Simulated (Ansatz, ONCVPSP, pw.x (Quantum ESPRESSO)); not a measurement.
## pw.x on fcc Nb: one setting changed

Potential: optimised norm-conserving Vanderbilt (ONCV), ONCVPSP 4.0.1.1 (patched build), LDA (Perdew-Wang 92); core [Ar] 3d10, reference 4s2 4p6 4d4 5s0.75 5p0.25; waves: 4s+5s: rc 2.15 bohr, ncon 4, nbas 9, qcut 6.8 1/bohr, 2 projectors; 4p+5p: rc 2.30 bohr, ncon 4, nbas 9, qcut 5.5 1/bohr, 2 projectors; 4d: rc 2.15 bohr, ncon 3, nbas 8, qcut 8.9 1/bohr, local; local part: the d channel; core correction: Teter function, fcfact 4, rcfact 1.2.

The reference run (k-mesh 14³, cutoffs 50/200 Ry, Fermi–Dirac 0.01 Ry, mixing_beta 0.4, conv_thr 1e-9, no spin) gives 1.12 GPa at 17.697 Å³/atom, where all-electron LAPW gives 0.54 GPa. This run, with its own iteration cap, changes degauss to 0.002.

```
&control
  calculation='scf', prefix='x', pseudo_dir='./', outdir='./tmp', tstress=.true., disk_io='none'
/
&system
  ibrav=0, nat=1, ntyp=1, ecutwfc=50, ecutrho=200, nbnd=14,
  occupations='smearing', smearing='fd', degauss=0.002
/
&electrons
  conv_thr=1e-09, mixing_beta=0.4, electron_maxstep=60
/
ATOMIC_SPECIES
Nb 1.0 Nb.UPF
CELL_PARAMETERS angstrom
  0.00000000 2.06834613 2.06834613
  2.06834613 0.00000000 2.06834613
  2.06834613 2.06834613 0.00000000
ATOMIC_POSITIONS crystal
Nb 0.0000 0.0000 0.0000
K_POINTS automatic
14 14 14 0 0 0
```

```bash
pw.x < Nb.scf.in > Nb.scf.out
```

How does the run end?

It converges in 8 iterations; the free energy moves by +42.7 meV/atom and the pressure by -0.59 GPa. In a metal, with Fermi–Dirac smearing, F lies below its zero-width value by a term in the square of the width.

```
Message from routine setup:
     using ibrav=0 with symmetry is DISCOURAGED, use correct ibrav instead
     lattice parameter (alat)  =       5.5276  a.u.
     unit-cell volume          =     119.4253 (a.u.)^3
     number of electrons       =        13.00
     number of Kohn-Sham states=           14
     kinetic-energy cutoff     =      50.0000  Ry
     charge density cutoff     =     200.0000  Ry
     scf convergence threshold =      1.0E-09
     Exchange-correlation= SLA  PW   NOGX NOGC
     number of k points=   104  Fermi-Dirac smearing, width (Ry)=  0.0020
     iteration #  1     ecut=    50.00 Ry     beta= 0.40
     total energy              =    -119.25979752 Ry
     estimated scf accuracy    <       0.10243783 Ry
     iteration #  2     ecut=    50.00 Ry     beta= 0.40
     total energy              =    -119.26267368 Ry
     estimated scf accuracy    <       0.01186059 Ry
     iteration #  3     ecut=    50.00 Ry     beta= 0.40
     total energy              =    -119.26409745 Ry
     estimated scf accuracy    <       0.00063970 Ry
     iteration #  4     ecut=    50.00 Ry     beta= 0.40
     total energy              =    -119.26414484 Ry
     estimated scf accuracy    <       0.00001884 Ry
     iteration #  5     ecut=    50.00 Ry     beta= 0.40
     total energy              =    -119.26414910 Ry
     estimated scf accuracy    <       0.00000041 Ry
     iteration #  6     ecut=    50.00 Ry     beta= 0.40
     total energy              =    -119.26414911 Ry
     estimated scf accuracy    <          8.9E-09 Ry
     iteration #  7     ecut=    50.00 Ry     beta= 0.40
     total energy              =    -119.26414911 Ry
     estimated scf accuracy    <          2.4E-09 Ry
     iteration #  8     ecut=    50.00 Ry     beta= 0.40
     the Fermi energy is    18.2979 ev
!    total energy              =    -119.26414911 Ry
     estimated scf accuracy    <          5.3E-11 Ry
     smearing contrib. (-TS)   =      -0.00027163 Ry
     The total energy is F=E-TS. E is the sum of the following terms:
     one-electron contribution =     -16.78319280 Ry
     hartree contribution      =      15.42752526 Ry
     xc contribution           =     -18.78829985 Ry
     ewald contribution        =     -99.11991011 Ry
     convergence has been achieved in   8 iterations
          total   stress  (Ry/bohr**3)                   (kbar)     P=        5.26
     Message from routine punch:
     Nothing written, as per user request (disk_io='none')
```

The run took about 17 s on one core of a shared host (Neoverse-N1, 64 threads, 124 GiB, load 59).
